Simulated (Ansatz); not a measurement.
Basis sets compared for BH3. Charge 0, multiplicity 1. Geometry r2SCAN-D4/def2-TZVP. Ansatz on 2 threads of Intel Xeon Platinum 8259CL on a shared host; times are rough, and most runs start from earlier orbitals.

```csv
atom,x (Å),y (Å),z (Å)
B1,0.000,0.000,0.000
H2,-0.263,-1.105,-0.362
H3,1.124,0.393,-0.053
H4,-0.862,0.712,0.414
```

Binding counts from free atoms (B doublet, H doublet) in the same basis, without a counterpoise term.

```tsv
level	functions	energy (Eh)	HOMO (eV)	LUMO (eV)	binding per atom (eV)	wall time
HF/STO-3G	8	-26.0687	-12.57	6.52	3.54	0.05 s
HF/def2-TZVP	49	-26.4002	-13.55	1.47	2.51	0.1 s
PBE-D4/def2-SVP	29	-26.5200	-8.39	-2.98	3.01	0.2 s
PBE-D4/def2-TZVP (with forces)	49	-26.5529	-8.47	-3.05	3.02	0.35 s
PBE0-D4/def2-SVP	29	-26.5354	-9.88	-1.87	3.03	0.2 s
PBE0-D4/def2-TZVP	49	-26.5663	-9.92	-1.95	3.03	0.35 s
```

(1) Estimate the rows for PBE0-D4/def2-QZVPP.

Results:

(1) 
```tsv
level	functions	energy (Eh)	HOMO (eV)	LUMO (eV)	binding per atom (eV)	wall time
PBE0-D4/def2-QZVPP	147	-26.5689	-9.93	-1.97	3.03	0.95 s
```
